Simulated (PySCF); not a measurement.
Part of a log for `C[P+](C)(C)C`: ground state, then the species with a core hole.

The calculation used PySCF, delta-SCF UKS SCAN, pcX-2 on the ionised atom, pcseg-1 elsewhere, spin-free X2C. The program numbers atoms from 0. The cycles run on a coarse integration grid; for E(ground) and E(ion) the exchange–correlation energy is redone on a finer one, so they differ from the last cycle, and only they enter the binding energy.

Atom n of the output is atom n + 1 of `[CH3:1][P+:2]([CH3:3])([CH3:4])[CH3:5]`.

```
ground state, core basis on atom 1 (P), 176 functions
  cycle   1  E = -501.61956211  |g| = 3.39e-01
  cycle   2  E = -501.61957421  |g| = 2.60e-02
  cycle   3  E = -501.61949767  |g| = 2.95e-02
  cycle   4  E = -501.61973350  |g| = 3.35e-03
  cycle   5  E = -501.61973196  |g| = 1.12e-03
  cycle   6  E = -501.61973394  |g| = 1.13e-04
  E(ground) = -501.61984064 Eh
hole in P 2p of atom 1
  cycle   1  E = -495.95319202  |g| = 1.40e+00
  cycle   2  E = -495.51550216  |g| = 1.50e+00
  cycle   3  E = -496.26762333  |g| = 3.65e-01
  cycle   4  E = -496.33871785  |g| = 8.15e-02
  cycle   5  E = -496.34174379  |g| = 1.59e-02
  cycle   6  E = -496.34181727  |g| = 1.10e-02
  cycle   7  E = -496.34188494  |g| = 1.25e-03
  cycle   8  E = -496.34188560  |g| = 9.50e-04
  cycle   9  E = -496.34188622  |g| = 4.08e-04
  E(ion) = -496.35208513 Eh   <S^2> = 0.7539   hole on atom = 1.002
```

What energy does this spin-free P 2p hole on atom 1 cost, and which doublet follows from it?

(-496.352085 − (-501.619841)) Eh × 27.2114 eV/Eh = 143.34 eV. With the spin–orbit matrix of the shell the program then gives 2p3/2 = 143.05 eV and 2p1/2 = 143.94 eV; their weighted mean, 143.35 eV, differs from that hole by +0.01 eV, as the three ground-state 2p orbitals of the atom aren't degenerate.

```
ground state, core basis on atom 0 (C), 165 functions
  cycle   1  E = -501.42164945  |g| = 5.40e-01
  cycle   2  E = -501.38714341  |g| = 6.30e-01
  cycle   3  E = -501.49392837  |g| = 2.78e-02
  cycle   4  E = -501.49400209  |g| = 1.96e-02
  cycle   5  E = -501.49410786  |g| = 4.40e-03
  cycle   6  E = -501.49411507  |g| = 1.35e-03
  cycle   7  E = -501.49411356  |g| = 4.16e-04
  E(ground) = -501.52480924 Eh
hole in C 1s of atom 0
  cycle   1  E = -490.05966728  |g| = 1.50e+00
  cycle   2  E = -489.44972521  |g| = 1.76e+00
  cycle   3  E = -490.57510052  |g| = 3.34e-01
  cycle   4  E = -490.61487158  |g| = 1.32e-01
  ...
  cycle   8  E = -490.62436759  |g| = 1.01e-03
  cycle   9  E = -490.62436861  |g| = 5.53e-04
  cycle  10  E = -490.62436878  |g| = 1.48e-04
  E(ion) = -490.65466498 Eh   <S^2> = 0.7674   hole on atom = 1.000
```

What is the C 1s binding energy of atom 0?

(-490.654665 − (-501.524809)) Eh × 27.2114 eV/Eh = 295.79 eV, for the sp3 carbon bound to phosphorus.

The ground state is recomputed for each atom, because the flexible core basis sits on the ionised atom alone; energies of different blocks can't be mixed. The species carries charge +1, so core ionisation leaves charge +2. Geometry: PBE0-D3(BJ)/def2-SVP; no solvent, vibrations or thermal averaging.
Labels such as C1 count atoms from 1, the log's own numbers from 0.
